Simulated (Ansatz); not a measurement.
We consider zinc-blende HgTe, described by PBE0 (plane waves, PAW; Ansatz, a first-principles code).

Run with plane-wave cutoff 500 eV, 8×8×8 k mesh, Fermi–Dirac smearing 0.05 eV, scalar-relativistic PAW data made under PBE.

The cell is the one relaxed with r²SCAN: a = 6.5730 Å, b = 6.5730 Å, c = 6.5730 Å, α = 90.00°, β = 90.00°, γ = 90.00°.

What does this level give for the band gap?


band gap: 0.30 eV (on the SCF k mesh)

Note: exact exchange on metals is sensitive to the k mesh and can open a false gap; cell and atoms aren't relaxed at this level (pressure -0.3 GPa).

Spin–orbit coupling is not included; with these elements it can move the gap by several tenths of an eV or more.

The computed numbers hold no vibrational or temperature effects.

Computing time: very roughly 3 core-minutes.
